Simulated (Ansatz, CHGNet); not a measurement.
Elastic constant C12 (GPa) of solids drawn from the class of elemental solids other than molecular ones, at two levels: the machine-learned potential CHGNet 0.3.0 (trained on PBE and PBE+U data), and r²SCAN (Ansatz, an electronic-structure program, plane waves, PAW).

| solid | CHGNet 0.3.0 | r²SCAN | shift (%) |
|---|---|---|---|
| hcp Mg | 30.6 | 26.0 | -15.0 |
| hcp Os | 354 | 237 | -33 |
| fcc Cu | 176 | 143 | -18.8 |
| bcc K | 5.67 | 3.21 | -43 |
| fcc Ca | 13.9 | 15.5 | +11.5 |
| fcc Rh | 200 | 199 | -0.5 |
| fcc Pt | 230 | 242 | +5.2 |
| hcp Y | 39.2 | 29.1 | -26 |
| fcc Ag | 57.3 | 92.7 | +62 |
| fcc Pd | 139 | 170 | +22 |

The shifts run from -43 % to +62 %, with a median of -7.8 %.

Over all 10 rows r²SCAN is the larger in 4.

Ansatz's runs of these crystals have no spin polarisation. Meta-GGA and hybrid levels favour moments, which can bear on fcc Rh, fcc Pt, hcp Y, fcc Pd.

Spin–orbit coupling is left out, also for the solids with elements from indium on (hcp Os, fcc Pt); its size isn't shown.

Each level is taken at its own relaxed cell. Ansatz's density-functional and Hartree–Fock values are scalar-relativistic unless marked +SOC, with PAW data made under PBE.
